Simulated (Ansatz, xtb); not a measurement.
Relative energy of two isomers of CH3ClSi

We compare I, `C[Si]Cl`, a singlet, with II, `C=[SiH]Cl`, a singlet. Both are isolated molecules in the gas phase, relaxed with PBE0-D3(BJ)/def2-SVP.

I (Å):

```xyz
6

C     1.4910    0.3058    0.4595
Cl    0.1464    2.2749   -1.4024
Si    2.0526    1.6469   -0.7601
H     2.3458   -0.1886    0.9472
H     0.8386    0.7428    1.2363
H     0.8868   -0.4571   -0.0631
```

II (Å):

```xyz
6

C     1.0649   -0.0144    0.7006
Cl    0.3826    2.7894   -0.9074
Si    1.5435    1.1758   -0.4095
H     1.7336   -0.8513    0.9219
H     0.1048    0.0052    1.2210
H     2.8240    1.2115   -1.1474
```

Task: Which of the two would you expect CCSD(T)/def2-TZVPP electronic energies to favour?

Result: Structure I; the calculation gives E(II) − E(I) = +0.478 eV.

Level by level:

```tsv
level	geometry	E(II) − E(I) (eV)	departure from the last row (eV)	job, with rough time for the two
GFN2-xTB	GFN2-xTB	+0.283	−0.195	optimisation, 0.16 s
HF/STO-3G	GFN2-xTB	+2.312	+1.834	single point, 0.42 s
r2SCAN-D4/def2-SVP	GFN2-xTB	+0.488	+0.011	single point, 5.1 s
PBE0-D3(BJ)/def2-SVP	PBE0-D3(BJ)/def2-SVP	+0.562	+0.085	optimisation, 34 s
HF/def2-TZVPP	PBE0-D3(BJ)/def2-SVP	+0.607	+0.129	part of the CCSD(T) run
MP2/def2-TZVPP	PBE0-D3(BJ)/def2-SVP	+0.398	−0.080	part of the CCSD(T) run
CCSD(T)/def2-TZVPP	PBE0-D3(BJ)/def2-SVP	+0.478		single point, 95 s
```

As drawn, II has 1 C=Si, 1 Si–H in place of 1 C–Si, 1 C–H.

The levels shown agree on the order. The largest departure from CCSD(T)/def2-TZVPP is that of HF/STO-3G, 1.834 eV.

With harmonic frequencies from PBE0-D3(BJ)/def2-SVP (ideal gas, rigid rotor, one conformer each, 400 K, 1 atm): the zero-point term adds −0.065 eV; ΔH is +0.405 and ΔG +0.454 eV.

The correlated steps freeze 11 core orbitals. Run with Ansatz 0.2.0, xtb 6.7.1; the last row on 1 thread of Arm Neoverse N1 on a shared host.
